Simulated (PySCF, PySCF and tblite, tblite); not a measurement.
# C₄H₁₀: conformers and averaged spectra, part 2 of 2

PySCF and tblite. Atoms count from 0.

## Step 8: Couplings, conformer 2: B3LYP/6-31G*+pcJ-1

Job settings and geometry (Å):

```
{"job": {"xc": "B3LYP", "basis": {"default": "6-31G*", "H": "pcJ-1"}, "nuclei": ["H", "F", "P", "Si", "B"], "kind": "j"}, "charge": 0, "multiplicity": 1}
C     -1.541742     0.282975     0.512977
C     -0.660451    -0.740084    -0.193879
C      0.601441    -0.128512    -0.803373
C      1.586733     0.379943     0.242658
H     -1.033032     0.709147     1.373510
H     -1.806360     1.090662    -0.166322
H     -2.459339    -0.186139     0.861043
H     -0.375039    -1.522724     0.513015
H     -1.239253    -1.211503    -0.991944
H      0.318626     0.693785    -1.464945
H      1.096393    -0.887975    -1.413812
H      2.498570     0.729544    -0.236619
H      1.164394     1.206271     0.808370
H      1.848382    -0.415863     0.937156
```

Standard output:

```text
coarse grid: 10544 points
cycle   1  E = -158.4433395902  dE =  8.634e-02  |g| = 4.563e-01  |ddm| = 2.670e+00
cycle   2  E = -158.4164623510  dE =  2.688e-02  |g| = 5.599e-01  |ddm| = 9.332e-01
cycle   3  E = -158.5020431516  dE = -8.558e-02  |g| = 2.616e-02  |ddm| = 5.173e-01
cycle   4  E = -158.5021792392  dE = -1.361e-04  |g| = 1.090e-02  |ddm| = 3.497e-02
cycle   5  E = -158.5022046979  dE = -2.546e-05  |g| = 4.091e-03  |ddm| = 1.139e-02
cycle   6  E = -158.5022088011  dE = -4.103e-06  |g| = 3.798e-04  |ddm| = 3.479e-03
final grid: 98552 points
cycle   7  E = -158.4709637755  dE = -3.447e-05  |g| = 6.938e-03  |ddm| = 1.852e-02
cycle   8  E = -158.4709572848  dE =  6.491e-06  |g| = 8.496e-03  |ddm| = 1.275e-02
cycle   9  E = -158.4709764752  dE = -1.919e-05  |g| = 2.598e-04  |ddm| = 7.360e-03
cycle  10  E = -158.4709764891  dE = -1.399e-08  |g| = 1.058e-04  |ddm| = 3.510e-04
cycle  11  E = -158.4709764916  dE = -2.468e-09  |g| = 3.556e-05  |ddm| = 1.033e-04
cycle  12  E = -158.4709764919  dE = -3.100e-10  |g| = 3.695e-06  |ddm| = 3.204e-05
converged SCF energy = -158.4709764919

Indirect spin-spin couplings (Hz)
  i      j    bonds     total        FC       PSO       DSO        SD
  4 H    5 H    2    -13.073   -12.559     2.124    -2.638         -
  4 H    6 H    2    -14.105   -13.586     2.189    -2.709         -
  4 H    7 H    3      4.746     4.860     0.324    -0.438         -
  4 H    8 H    3     15.166    16.124     1.963    -2.921         -
  4 H    9 H    4     -0.482    -0.263     0.418    -0.637         -
  4 H   10 H    4     -1.145    -0.586     1.196    -1.755         -
  4 H   11 H    5     -0.346    -0.054     0.689    -0.981         -
  4 H   12 H    5      0.597    -0.111    -1.729     2.437         -
  5 H    6 H    2    -14.017   -13.468     2.210    -2.758         -
  5 H    7 H    3     14.079    15.034     1.968    -2.923         -
  5 H    8 H    3      3.236     3.426     0.490    -0.680         -
  5 H   10 H    4     -0.645    -0.183     1.041    -1.504         -
  5 H   11 H    5     -0.253     0.042     0.676    -0.971         -
  5 H   13 H    5     -0.355     0.017     0.857    -1.230         -
  6 H    7 H    3      2.730     2.911     0.445    -0.627         -
  6 H    8 H    3      4.824     4.942     0.324    -0.441         -
  6 H    9 H    4     -0.692    -0.221     1.060    -1.531         -
  6 H   10 H    4      0.721     1.206     1.243    -1.728         -
  6 H   11 H    5     -0.590    -0.146     1.046    -1.490         -
  6 H   12 H    5     -0.345    -0.053     0.689    -0.980         -
  6 H   13 H    5     -0.251     0.042     0.672    -0.966         -
  7 H    8 H    2    -13.699   -13.329     1.910    -2.280         -
  7 H    9 H    3     12.216    13.163     1.937    -2.884         -
  7 H   10 H    3      2.316     2.457     0.429    -0.570         -
  7 H   11 H    4     -0.691    -0.222     1.058    -1.527         -
  7 H   12 H    4     -0.485    -0.263     0.423    -0.645         -
  8 H    9 H    3      2.311     2.453     0.429    -0.570         -
  8 H   10 H    3      5.377     5.381     0.117    -0.122         -
  8 H   11 H    4      0.716     1.202     1.243    -1.728         -
  8 H   12 H    4     -1.146    -0.588     1.196    -1.755         -
  8 H   13 H    4     -0.641    -0.179     1.042    -1.505         -
  9 H   10 H    2    -13.690   -13.320     1.910    -2.281         -
  9 H   11 H    3      2.681     2.865     0.451    -0.635         -
  9 H   12 H    3      4.802     4.913     0.319    -0.430         -
  9 H   13 H    3     14.069    15.023     1.967    -2.922         -
 10 H   11 H    3      4.880     4.995     0.320    -0.435         -
 10 H   12 H    3     15.148    16.106     1.961    -2.919         -
 10 H   13 H    3      3.176     3.368     0.495    -0.688         -
 11 H   12 H    2    -14.103   -13.583     2.189    -2.709         -
 11 H   13 H    2    -14.022   -13.473     2.208    -2.757         -
 12 H   13 H    2    -13.064   -12.550     2.123    -2.638         -
```

Run time: 8.1 s. Hardware: 1 thread of Intel Xeon 6975P-C, shared host; peak memory 0.74 GiB.

This run: HOMO -8.71 eV, LUMO 1.40 eV; dipole 0.08 D.

## Step 9: Averages: properties at WP04/pcSseg-1

Job settings and geometry (Å):

```
{"job": {"study": "conf", "smiles": "CCCC", "search": {"seed": 8882, "n_embed": 60, "ff_keep": 14, "window": 3.0, "nmax": 10, "temps": [180, 230, 298.15, 330, 400], "t_ref": 298.15, "order": 0.002}, "level": {"nmr": {"xc": "WP04", "basis": "pcSseg-1"}, "sp": {"xc": "PBE0", "basis": "def2-TZVP"}, "j": {"xc": "B3LYP", "basis": {"default": "6-31G*", "H": "pcJ-1"}, "nuclei": ["H", "F", "P", "Si", "B"]}}, "kind": "conf"}, "charge": 0, "multiplicity": 1}
C      1.904525     0.349861     0.157114
C      0.592217    -0.098952    -0.474090
C     -0.591659     0.098153     0.469616
C     -1.905134    -0.349573    -0.159860
H      2.733152     0.198491    -0.530946
H      1.862152     1.405816     0.415943
H      2.104705    -0.215656     1.064811
H      0.418645     0.468003    -1.391713
H      0.662660    -1.154630    -0.746447
H     -0.661290     1.153829     0.742159
H     -0.417543    -0.469050     1.386991
H     -2.105720     0.215159    -1.067981
H     -1.864843    -1.406019    -0.416958
H     -2.732544    -0.195904     0.529194
```

Standard output:

```text
conformer  sym    E(xTB)   E(DFT)   G(298.15 K)  weight  dipole/D
    1     C2h     0.000    0.000    0.000   0.6031    0.000
    2     C2      0.596    0.599    0.248   0.3969    0.105

mean shielding (ppm) by class
class atoms           180 K      230 K   298.15 K      330 K      400 K
  0 C  0,3           157.04    157.236    157.413    157.472     157.57
  1 C  1,2          144.079    144.231    144.368    144.414     144.49
  2 H  4,5,6         31.009     31.012     31.014     31.015     31.017
  3 H  7,8,9          30.76      30.75     30.741     30.738     30.733
```

Run time: 40 s. Hardware: 1 thread of Intel Xeon 6975P-C, shared host. This counts the runs that the step sums up.

The search (ETKDG, MMFF94s, GFN2-xTB) embedded 60 structures, kept 2 distinct ones after the force field and 2 after xTB; 2 were carried on (window 3.0 kcal/mol at the search's own energies). Energies: PBE0/def2-TZVP with D3(BJ).

Conformer by conformer (298 K):

| no. | group | mirror pair | ΔE xTB | ΔE DFT | ΔG | weight (%) | μ (D) | C0–C1–C2–C3 (°) | A, B, C (GHz) |
| --- | --- | --- | --- | --- | --- | --- | --- | --- | --- |
| 1 | C2h | no | 0.00 | 0.00 | 0.00 | 60.3 | 0.00 | 180 | 23.39, 3.69, 3.46 |
| 2 | C2 | yes | 0.60 | 0.60 | 0.25 | 39.7 | 0.10 | 68 | 13.44, 4.79, 4.12 |

Energies in kcal/mol. ΔG holds xTB vibrations and rotation, symmetry numbers and mirror pairs.

Weights (%) by temperature:

| no. | 180 K | 230 K | 298 K | 330 K | 400 K |
| --- | --- | --- | --- | --- | --- |
| 1 | 75.0 | 67.3 | 60.3 | 58.0 | 54.1 |
| 2 | 25.0 | 32.7 | 39.7 | 42.0 | 45.9 |

How the weights hang on the way they are made:

| scheme | 1 | 2 | mean μ (D) |
| --- | --- | --- | --- |
| DFT free energy | 60 | 40 | 0.04 |
| DFT energy, symmetry counted | 58 | 42 | 0.04 |
| DFT energy alone | 73 | 27 | 0.03 |
| xTB energy, symmetry counted | 58 | 42 | 0.04 |
| xTB free energy | 60 | 40 | 0.04 |
| lowest conformer only | 100 | 0 | 0.00 |
| equal weights | 50 | 50 | 0.05 |
| conformers found from three starts alone | 0 | 100 | 0.10 |

Shifts against references run at the same level ($^{13}$C TMS 175.1, $^{1}$H TMS 32.00 ppm of shielding), by class of atoms, at 298 K:

| atoms | environment | no. 1 | no. 2 | average |
| --- | --- | --- | --- | --- |
| C1, C2 | sp3 CH2 | 31.5 | 29.5 | 30.7 |
| C0, C3 | methyl carbon | 18.7 | 16.2 | 17.7 |
| H7, H8, H9, H10 | hydrogen on an sp3 CH2 | 1.20 | 1.33 | 1.26 |
| H4, H5, H6 and 3 more | hydrogen on a methyl carbon | 1.00 | 0.96 | 0.98 |

Couplings (Hz, B3LYP/6-31G*+pcJ-1; one pair named for each class), from conformers that hold 100 % of the weight:

| pair | bonds | no. 1 | no. 2 | average |
| --- | --- | --- | --- | --- |
| H4–H5 | 2 | -13.7 | -13.7 | -13.7 |
| H7–H8 | 2 | -13.0 | -13.7 | -13.3 |
| H7–H10 | 3 | 12.5 | 2.3 | 8.4 |
| H4–H7 | 3 | 7.3 | 7.5 | 7.3 |
| H7–H9 | 3 | 3.9 | 8.8 | 5.8 |

Effective distances for nuclear Overhauser effects, ⟨r⁻⁶⟩^(−1/6) over all pairs of two classes (Å): H4···H7 2.75.

## Step 10: Shieldings, conformer 1: PBE0/pcSseg-1 in chloroform

Job settings and geometry (Å):

```
{"job": {"xc": "PBE0", "basis": "pcSseg-1", "solvent": "chloroform", "grid": 3, "kind": "nmr", "pop": false}, "charge": 0, "multiplicity": 1}
C      1.904525     0.349861     0.157114
C      0.592217    -0.098952    -0.474090
C     -0.591659     0.098153     0.469616
C     -1.905134    -0.349573    -0.159860
H      2.733152     0.198491    -0.530946
H      1.862152     1.405816     0.415943
H      2.104705    -0.215656     1.064811
H      0.418645     0.468003    -1.391713
H      0.662660    -1.154630    -0.746447
H     -0.661290     1.153829     0.742159
H     -0.417543    -0.469050     1.386991
H     -2.105720     0.215159    -1.067981
H     -1.864843    -1.406019    -0.416958
H     -2.732544    -0.195904     0.529194
```

Standard output:

```text
coarse grid: 10544 points
cycle   1  E = -158.1641692380  dE =  1.094e-01  |g| = 3.806e-01  |ddm| = 2.962e+00
cycle   2  E = -158.1579439634  dE =  6.225e-03  |g| = 4.208e-01  |ddm| = 6.691e-01
cycle   3  E = -158.2048008395  dE = -4.686e-02  |g| = 1.715e-02  |ddm| = 3.451e-01
cycle   4  E = -158.2048384804  dE = -3.764e-05  |g| = 1.109e-02  |ddm| = 2.035e-02
cycle   5  E = -158.2048667410  dE = -2.826e-05  |g| = 2.150e-03  |ddm| = 8.986e-03
cycle   6  E = -158.2048678141  dE = -1.073e-06  |g| = 8.419e-05  |ddm| = 1.447e-03
final grid: 154552 points
cycle   7  E = -158.2294451044  dE = -3.056e-05  |g| = 8.035e-03  |ddm| = 2.143e-02
cycle   8  E = -158.2294410277  dE =  4.077e-06  |g| = 8.997e-03  |ddm| = 1.326e-02
cycle   9  E = -158.2294620209  dE = -2.099e-05  |g| = 2.564e-04  |ddm| = 7.022e-03
cycle  10  E = -158.2294620321  dE = -1.123e-08  |g| = 1.343e-04  |ddm| = 2.821e-04
cycle  11  E = -158.2294620364  dE = -4.274e-09  |g| = 1.485e-05  |ddm| = 9.746e-05
cycle  12  E = -158.2294620364  dE = -4.979e-11  |g| = 1.023e-06  |ddm| = 1.237e-05
converged SCF energy = -158.2294620364

GIAO shielding tensors (ppm)
atom      isotropic    diamagn.    paramagn.     s11        s22        s33       span
  0 C      170.049     246.685     -76.636    158.450    163.619    188.079     29.629
  1 C      156.960     248.284     -91.324    144.053    154.444    172.382     28.329
  2 C      156.915     248.294     -91.379    143.925    154.433    172.388     28.464
  3 C      170.071     246.670     -76.599    158.494    163.655    188.065     29.572
  4 H       30.464      28.760       1.704     25.882     27.789     37.721     11.839
  5 H       30.765      29.988       0.777     26.768     28.915     36.612      9.844
  6 H       30.769      29.992       0.777     26.769     28.926     36.612      9.843
  7 H       30.444      32.154      -1.709     25.906     30.222     35.205      9.300
  8 H       30.443      32.154      -1.711     25.903     30.222     35.203      9.300
  9 H       30.443      32.165      -1.722     25.894     30.238     35.195      9.301
 10 H       30.443      32.164      -1.721     25.901     30.232     35.195      9.294
 11 H       30.768      29.983       0.785     26.766     28.925     36.613      9.846
 12 H       30.763      29.979       0.783     26.765     28.908     36.615      9.850
 13 H       30.463      28.760       1.704     25.881     27.792     37.717     11.837
```

Wall time 7.8 s (1 thread of Intel Xeon 6975P-C, shared host); peak memory 0.6 GiB.

In short: HOMO -8.94 eV, LUMO 1.73 eV; dipole 0.00 D.

## Step 11: Shieldings, conformer 2: PBE0/pcSseg-1 in chloroform

Job settings and geometry (Å):

```
{"job": {"xc": "PBE0", "basis": "pcSseg-1", "solvent": "chloroform", "grid": 3, "kind": "nmr", "pop": false}, "charge": 0, "multiplicity": 1}
C     -1.541742     0.282975     0.512977
C     -0.660451    -0.740084    -0.193879
C      0.601441    -0.128512    -0.803373
C      1.586733     0.379943     0.242658
H     -1.033032     0.709147     1.373510
H     -1.806360     1.090662    -0.166322
H     -2.459339    -0.186139     0.861043
H     -0.375039    -1.522724     0.513015
H     -1.239253    -1.211503    -0.991944
H      0.318626     0.693785    -1.464945
H      1.096393    -0.887975    -1.413812
H      2.498570     0.729544    -0.236619
H      1.164394     1.206271     0.808370
H      1.848382    -0.415863     0.937156
```

Standard output:

```text
coarse grid: 10544 points
cycle   1  E = -158.1621785199  dE =  1.114e-01  |g| = 3.833e-01  |ddm| = 2.956e+00
cycle   2  E = -158.1536128637  dE =  8.566e-03  |g| = 4.341e-01  |ddm| = 6.757e-01
cycle   3  E = -158.2031513089  dE = -4.954e-02  |g| = 1.982e-02  |ddm| = 3.537e-01
cycle   4  E = -158.2032203956  dE = -6.909e-05  |g| = 8.396e-03  |ddm| = 2.096e-02
cycle   5  E = -158.2032345554  dE = -1.416e-05  |g| = 3.210e-03  |ddm| = 7.766e-03
cycle   6  E = -158.2032370042  dE = -2.449e-06  |g| = 1.696e-04  |ddm| = 2.361e-03
final grid: 154552 points
cycle   7  E = -158.2283035391  dE = -3.005e-05  |g| = 8.054e-03  |ddm| = 2.089e-02
cycle   8  E = -158.2282984180  dE =  5.121e-06  |g| = 9.249e-03  |ddm| = 1.334e-02
cycle   9  E = -158.2283204539  dE = -2.204e-05  |g| = 2.522e-04  |ddm| = 7.138e-03
cycle  10  E = -158.2283204658  dE = -1.189e-08  |g| = 1.035e-04  |ddm| = 2.722e-04
cycle  11  E = -158.2283204681  dE = -2.294e-09  |g| = 3.198e-05  |ddm| = 8.788e-05
cycle  12  E = -158.2283204684  dE = -2.453e-10  |g| = 1.711e-06  |ddm| = 2.577e-05
converged SCF energy = -158.2283204684

GIAO shielding tensors (ppm)
atom      isotropic    diamagn.    paramagn.     s11        s22        s33       span
  0 C      173.078     247.993     -74.916    157.167    174.527    187.538     30.371
  1 C      159.431     247.229     -87.798    150.497    156.984    170.813     20.316
  2 C      159.448     247.233     -87.785    150.566    156.980    170.797     20.230
  3 C      173.038     247.994     -74.956    157.071    174.517    187.526     30.456
  4 H       30.470      30.994      -0.524     25.723     30.097     35.589      9.866
  5 H       31.124      30.458       0.667     27.156     28.870     37.348     10.193
  6 H       30.571      29.158       1.413     26.052     27.892     37.768     11.716
  7 H       30.570      31.526      -0.956     26.487     29.218     36.004      9.517
  8 H       30.037      30.808      -0.771     24.819     28.835     36.456     11.637
  9 H       30.567      31.521      -0.954     26.491     29.211     35.999      9.508
 10 H       30.035      30.805      -0.770     24.813     28.834     36.457     11.644
 11 H       30.566      29.153       1.413     26.048     27.889     37.760     11.712
 12 H       30.464      30.985      -0.521     25.724     30.077     35.590      9.866
 13 H       31.123      30.459       0.663     27.153     28.878     37.337     10.185
```

It took 7.9 s on 1 thread of Intel Xeon 6975P-C, shared host; peak memory 0.64 GiB.

In short: HOMO -8.94 eV, LUMO 1.68 eV; dipole 0.07 D.

## Step 12: Boltzmann average: properties at PBE0/pcSseg-1 in chloroform

Job settings and geometry (Å):

```
{"job": {"study": "conf", "smiles": "CCCC", "search": {"seed": 8882, "n_embed": 60, "ff_keep": 14, "window": 3.0, "nmax": 10, "temps": [180, 230, 298.15, 330, 400], "t_ref": 298.15, "order": 0.002}, "level": {"nmr": {"xc": "PBE0", "basis": "pcSseg-1", "solvent": "chloroform", "grid": 3}, "change": "PBE0/pcSseg-1; solvent chloroform; grid level 3", "top": 4}, "kind": "conf"}, "charge": 0, "multiplicity": 1}
C      1.904525     0.349861     0.157114
C      0.592217    -0.098952    -0.474090
C     -0.591659     0.098153     0.469616
C     -1.905134    -0.349573    -0.159860
H      2.733152     0.198491    -0.530946
H      1.862152     1.405816     0.415943
H      2.104705    -0.215656     1.064811
H      0.418645     0.468003    -1.391713
H      0.662660    -1.154630    -0.746447
H     -0.661290     1.153829     0.742159
H     -0.417543    -0.469050     1.386991
H     -2.105720     0.215159    -1.067981
H     -1.864843    -1.406019    -0.416958
H     -2.732544    -0.195904     0.529194
```

Standard output:

```text
conformer  sym    E(xTB)   E(DFT)   G(298.15 K)  weight  dipole/D
    1     C2h     0.000    0.000    0.000   0.5778    0.000
    2     C2      0.596    0.537    0.186   0.4222    0.066

mean shielding (ppm) by class
class atoms           180 K      230 K   298.15 K      330 K      400 K
  0 C  0,3           170.91    171.132    171.326     171.39    171.494
  1 C  1,2          157.647    157.832    157.994    158.047    158.134
  2 H  4,5,6         30.681     30.685     30.688     30.689     30.691
  3 H  7,8,9         30.403     30.393     30.384     30.381     30.376
```

It took 16 s on 1 thread of Intel Xeon 6975P-C, shared host. This counts the runs that the step sums up.

Against the first level, at 298 K (shifts, ppm; largest changes first):

| atoms | WP04/pcSseg-1 | PBE0/pcSseg-1 in chloroform | change |
| --- | --- | --- | --- |
| C0, C3 | 17.7 | 16.3 | -1.4 |
| C1, C2 | 30.7 | 29.6 | -1.1 |
| H7, H8, H9, H10 | 1.26 | 1.31 | +0.06 |
| H4, H5, H6 and 3 more | 0.98 | 1.01 | +0.03 |

Weights: from PBE0/def2-TZVP energies 1: 60 %, 2: 40 %; from PBE0/pcSseg-1 in chloroform energies 1: 58 %, 2: 42 % (with a dispersion term where the level has one and the same thermal terms, so they don't follow from the SCF energies alone). Times: 40 s and 16 s.

## Step 13: Summary of results

This closing draws on all 2 parts.

```
                                quantity                                                 value
                              conformers  2; the first in weight is no. 1 (C2h), 60 % at 298 K
                 root-mean-square dipole                                                0.07 D
averaged $^{13}$C shifts (WP04/pcSseg-1)                                        30.7, 17.7 ppm
 averaged $^{1}$H shifts (WP04/pcSseg-1)                                        1.26, 0.98 ppm
```

In words: At 298 K conformer 1 holds 60 % of the ensemble (75 % at 180 K, 54 % at 400 K). Among conformers over 5 %, C0, C3 differ by 2.5 ppm, while the average moves by 0.5 ppm from 180 to 400 K. Among vicinal couplings, H7–H10 differs most between the conformers listed (12.5 for no. 1, 2.3 for no. 2; average 8.4 Hz). Going from WP04/pcSseg-1 to PBE0/pcSseg-1 in chloroform moves C0 most, by 1.4 ppm; the energies behind both averages, dispersion terms included where typed, rank the same conformer first.
